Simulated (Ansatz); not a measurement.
This script makes a ladder of basis sets of AlH₃O₂, SMILES [OH][AlH][OH] with Ansatz 0.2.0, Python API.

`alh3o2.xyz`
```text
6

O    -1.23560   -0.87770   -0.69360
Al    0.16340    0.20160   -0.27780
O     0.75670    0.24420    1.43460
H    -1.98890   -0.22620   -0.57210
H     0.89050    1.06680   -1.42310
H     1.45600   -0.47260    1.48580
```

`basis_alh3o2.py`
```python
"""Basis-set convergence for AlH3O2."""

import ansatz as az

alh3o2 = az.Crystal.molecule_from_extxyz("alh3o2.xyz")

model = alh3o2.calculation().functional("hf")

energies = {}
for basis in ["cc-pVDZ", "cc-pVTZ"]:
    report = model.basis(gaussian=basis).run(threads=1, pin="off").report
    size = report["n_frozen"] + report["n_occupied"][0] + report["n_virtual"][0]
    energies[basis] = (report["reference_energy_ev"] / 27.211386246, report["free_energy_ev"] / 27.211386246)
    print(f"{basis:14s} {size:4d} orbitals  reference {energies[basis][0]:14.6f} Ha  total {energies[basis][1]:14.6f} Ha")

last = energies["cc-pVTZ"][1]
for basis, (_, total) in energies.items():
    print(f"{basis:14s} lies {27.211386 * (total - last):9.4f} eV above cc-pVTZ")
```

How far does the total energy move along this ladder of basis sets?

Against cc-pVDZ: cc-pVTZ -72.9 mHa. The last step alone is -72.89 mHa.

The output:

```console
$ python basis_alh3o2.py
cc-pVDZ          61 orbitals  reference    -393.463130 Ha  total    -393.463130 Ha
cc-pVTZ         136 orbitals  reference    -393.536022 Ha  total    -393.536022 Ha
cc-pVDZ        lies    1.9835 eV above cc-pVTZ
cc-pVTZ        lies    0.0000 eV above cc-pVTZ
```

Caveats:
- These settings explore the input space; basis and method may be short of convergence.
- The geometry is a force-field or estimated start, not a minimum of this method, and the last set is no limit. Much of the fall in a total is atomic energy, which cancels in bond and reaction energies.
- For Al to Cl the sets with a tight d function, cc-pV(X+d)Z, are usual.
- The whole script took 1.7 s on 1 thread of Arm Neoverse V1, with other jobs on the host, peak memory 0.26 GiB.
